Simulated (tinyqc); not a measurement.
Inside a calculation. Method: coupled-perturbed Hartree-Fock on RHF in the sto-6g basis, for BH3, spin multiplicity 1. One step of it, computed by the program tinyqc.

Question. Coupled step 2. U_ai = -(mu_ai + sum_bj [4 (ai|bj) - (ab|ij) - (aj|bi)] U_bj) / (e_a - e_i); alpha = -4 sum U_ai mu_ai.

U after step 1:
```
           i1         i2         i3         i4
a5  -0.007826  -1.182273   0.000000  -0.000585
a6  -0.000040   0.013030   0.000000  -0.000100
a7   0.000000  -0.000020   0.000000  -0.031138
a8   0.000000   0.000000  -0.031138   0.000000
```

dipole integrals <a|z|i> (bohr):
```
           i1         i2        i3        i4
a5   0.116534   0.812235  0.000000  0.000292
a6  -0.005765  -0.004522  0.000000  0.000125
a7   0.000018  -0.000009  0.000000  0.039539
a8   0.000000   0.000000  0.039541  0.000000
```

orbital energies (hartree): MO1 -7.528957, MO2 -0.645592, MO3 -0.446721, MO4 -0.446704, MO5 0.237003, MO6 0.611864, MO7 0.685807, MO8 0.685867

Two-electron integrals over orbitals (pq|rs), unique and non-zero (hartree):
```
(11|11) 2.899337    (21|11) -0.249737   (21|21) 0.034254    (22|11) 0.595944
(22|21) -0.008393   (22|22) 0.435022    (31|31) 0.007243    (32|31) 0.012023
(32|32) 0.118946    (33|11) 0.530666    (33|21) -0.003144   (33|22) 0.428980
(33|33) 0.481647    (41|11) -0.000083   (41|21) 0.000009    (41|22) -0.000013
(41|33) -0.003763   (41|41) 0.007242    (42|11) -0.000006   (42|21) -0.000007
(42|22) -0.000105   (42|33) -0.063986   (42|41) 0.012019    (42|42) 0.118861
(43|31) -0.003757   (43|32) -0.063957   (43|43) 0.049701    (44|11) 0.530612
(44|21) -0.003147   (44|22) 0.428862    (44|33) 0.382082    (44|41) 0.003766
(44|42) 0.064031    (44|44) 0.481695    (51|11) -0.013321   (51|21) 0.001704
(51|22) -0.001000   (51|33) -0.000485   (51|41) 7.23e-07    (51|42) 9.31e-08
(51|44) -0.000485   (51|51) 0.022213    (52|11) 0.007520    (52|21) -0.000542
(52|22) -0.000797   (52|33) -0.000694   (52|41) -1.09e-07   (52|42) 4.22e-07
(52|44) -0.000694   (52|51) 0.020827    (52|52) 0.068254    (53|31) 0.000194
(53|32) -0.001445   (53|43) 0.001435    (53|53) 0.016919    (54|11) 0.000006
(54|21) -3.26e-07   (54|22) 1.80e-06    (54|33) 0.001436    (54|41) 0.000194
(54|42) -0.001446   (54|44) -0.001437   (54|51) 0.000007    (54|52) 0.000016
(54|54) 0.016916    (55|11) 0.742828    (55|21) -0.009196   (55|22) 0.457768
(55|33) 0.425448    (55|41) -2.80e-06   (55|42) -0.000007   (55|44) 0.425415
(55|51) 0.001709    (55|52) 0.009212    (55|54) 0.000006    (55|55) 0.587246
(61|11) -0.287328   (61|21) 0.040479    (61|22) -0.009097   (61|33) -0.003208
(61|41) 0.000053    (61|42) 0.000057    (61|44) -0.003175   (61|51) 0.001004
(61|52) -0.001502   (61|54) 5.65e-07    (61|55) -0.007918   (61|61) 0.048032
(62|11) 0.227769    (62|21) -0.009905   (62|22) 0.045080    (62|33) 0.022269
(62|41) 0.000021    (62|42) 0.000016    (62|44) 0.022135    (62|51) -0.001465
(62|52) -0.000259   (62|54) 0.000007    (62|55) 0.111803    (62|61) -0.010502
(62|62) 0.073055    (63|31) 0.003494    (63|32) -0.043304   (63|43) 0.041390
(63|53) 0.001657    (63|63) 0.060610    (64|11) 0.000753    (64|21) -0.000020
(64|22) 0.000211    (64|33) 0.041670    (64|41) 0.003476    (64|42) -0.043600
(64|44) -0.041485   (64|51) -4.37e-07   (64|52) 0.000012    (64|54) 0.001666
(64|55) 0.000377    (64|61) 5.30e-07    (64|62) 0.000383    (64|64) 0.061015
(65|11) -0.006389   (65|21) -0.000241   (65|22) -0.003327   (65|33) -0.001435
(65|41) 2.16e-06    (65|42) 0.000016    (65|44) -0.001418   (65|51) 0.023040
(65|52) 0.064133    (65|54) 0.000075    (65|55) 0.000385    (65|61) -0.001369
(65|62) -0.005826   (65|64) -0.000015   (65|65) 0.065937    (66|11) 0.621763
(66|21) -0.012257   (66|22) 0.431126    (66|33) 0.428597    (66|41) 0.000075
(66|42) 0.000675    (66|44) 0.429325    (66|51) -0.003020   (66|52) -0.006010
(66|54) -0.000014   (66|55) 0.453259    (66|61) -0.013034   (66|62) 0.030350
(66|64) -0.000187   (66|65) -0.007716   (66|66) 0.448011    (71|11) 0.000938
(71|21) -0.000137   (71|22) 0.000013    (71|33) -0.005101   (71|41) 0.012838
(71|42) 0.018634    (71|44) 0.005131    (71|51) -3.34e-06   (71|52) 4.66e-06
(71|54) 0.000373    (71|55) 0.000025    (71|61) -0.000086   (71|62) 0.000075
(71|64) 0.006250    (71|65) 0.000008    (71|66) 0.000170    (71|71) 0.022946
(72|11) -0.000807   (72|21) 0.000031    (72|22) -0.000161   (72|33) 0.023713
(72|41) 0.007779    (72|42) -0.002195   (72|44) -0.023877   (72|51) 4.59e-06
(72|52) -1.45e-06   (72|54) 0.002123    (72|55) -0.000392   (72|61) 0.000077
(72|62) -0.000116   (72|64) 0.046391    (72|65) 0.000020    (72|66) -0.000155
(72|71) 0.013116    (72|72) 0.048947    (73|31) 0.002779    (73|32) 0.049465
(73|43) -0.023972   (73|53) -0.001182   (73|63) -0.030980   (73|73) 0.035000
(74|11) 0.206597    (74|21) -0.005042   (74|22) 0.048317    (74|33) 0.052865
(74|41) -0.002799   (74|42) -0.049164   (74|44) 0.005356    (74|51) 0.000012
(74|52) 0.003645    (74|54) 0.001175    (74|55) 0.101047    (74|61) -0.004894
(74|62) 0.070062    (74|64) 0.031094    (74|65) -0.001704   (74|66) 0.028577
(74|71) -0.004695   (74|72) 0.009824    (74|74) 0.105996    (75|11) 0.000018
(75|21) 5.45e-07    (75|22) 0.000006    (75|33) -0.002376   (75|41) 0.000675
(75|42) 0.004808    (75|44) 0.002388    (75|51) -0.000076   (75|52) -0.000215
(75|54) 0.016187    (75|55) -3.21e-06   (75|61) 0.000008    (75|62) 0.000021
(75|64) -0.001946   (75|65) -0.000149   (75|66) 0.000052    (75|71) 0.001131
(75|72) 0.000599    (75|74) -0.002007   (75|75) 0.020558    (76|11) 0.000121
(76|21) 0.000007    (76|22) -0.000040   (76|33) -0.058339   (76|41) 0.012612
(76|42) 0.107812    (76|44) 0.058488    (76|51) 0.000009    (76|52) 0.000024
(76|54) -0.001881   (76|55) 0.000040    (76|61) 0.000079    (76|62) 0.000051
(76|64) -0.046070   (76|65) 0.000036    (76|66) 0.000718    (76|71) 0.020360
(76|72) -0.007161   (76|74) -0.051010   (76|75) 0.004239    (76|76) 0.110732
(77|11) 0.674962    (77|21) -0.009017   (77|22) 0.449928    (77|33) 0.412939
(77|41) -0.000700   (77|42) 0.028664    (77|44) 0.479177    (77|51) -0.000374
(77|52) 0.001571    (77|54) -0.001382   (77|55) 0.473018    (77|61) -0.008919
(77|62) 0.049557    (77|64) -0.036526   (77|65) -0.001077   (77|66) 0.456985
(77|71) -0.001988   (77|72) -0.029984   (77|74) 0.045782    (77|75) 0.000877
(77|76) 0.029488    (77|77) 0.519483    (81|31) 0.012839    (81|32) 0.018638
(81|43) -0.005102   (81|53) 0.000374    (81|63) 0.006280    (81|73) 0.004677
(81|81) 0.022945    (82|31) 0.007777    (82|32) -0.002254   (82|43) 0.023816
(82|53) 0.002124    (82|63) 0.046349    (82|73) -0.010372   (82|81) 0.013111
(82|82) 0.048959    (83|11) 0.206569    (83|21) -0.005045   (83|22) 0.048220
(83|33) 0.005252    (83|41) 0.002790    (83|42) 0.049326    (83|44) 0.052996
(83|51) 0.000012    (83|52) 0.003645    (83|54) -0.001175   (83|55) 0.101024
(83|61) -0.004865   (83|62) 0.070017    (83|64) -0.030744   (83|65) -0.001690
(83|66) 0.029214    (83|71) 0.004716    (83|72) -0.010445   (83|74) 0.039960
(83|75) 0.002024    (83|76) 0.051335    (83|77) 0.067264    (83|83) 0.106188
(84|31) 0.002794    (84|32) 0.049331    (84|43) -0.023835   (84|53) -0.001175
(84|63) -0.030779   (84|73) 0.031612    (84|81) 0.004704    (84|82) -0.010207
(84|84) 0.034796    (85|31) 0.000675    (85|32) 0.004809    (85|43) -0.002377
(85|53) 0.016187    (85|63) -0.001931   (85|73) 0.002024    (85|81) 0.001131
(85|82) 0.000598    (85|84) 0.002019    (85|85) 0.020556    (86|31) 0.012617
(86|32) 0.107659    (86|43) -0.058117   (86|53) -0.001870   (86|63) -0.045496
(86|73) 0.051317    (86|81) 0.020371    (86|82) -0.007010   (86|84) 0.051174
(86|85) 0.004233    (86|86) 0.110340    (87|31) 0.000576    (87|32) -0.029735
(87|43) 0.033671    (87|53) 0.001401    (87|63) 0.037106    (87|73) -0.011418
(87|81) 0.001822    (87|82) 0.029892    (87|84) -0.011288   (87|85) -0.000914
(87|86) -0.030255   (87|87) 0.034581    (88|11) 0.674964    (88|21) -0.009017
(88|22) 0.449974    (88|33) 0.479560    (88|41) 0.000614    (88|42) -0.029383
(88|44) 0.412523    (88|51) -0.000374   (88|52) 0.001570    (88|54) 0.001397
(88|55) 0.473026    (88|61) -0.008907   (88|62) 0.049725    (88|64) 0.037241
(88|65) -0.001084   (88|66) 0.456605    (88|71) 0.001915    (88|72) 0.029681
(88|74) 0.067509    (88|75) -0.000898   (88|76) -0.030051   (88|77) 0.451291
(88|83) 0.045328    (88|88) 0.519877
```

Give: U after step 2; polarisability.

Answer.

U after step 2:
```
        i1      i2      i3      i4
a5  -0.005  -1.258   0.000  -0.001
a6   0.000   0.014   0.000   0.000
a7   0.000   0.000   0.000  -0.030
a8   0.000   0.000  -0.030   0.000
```

polarisability = 4.099 bohr^3
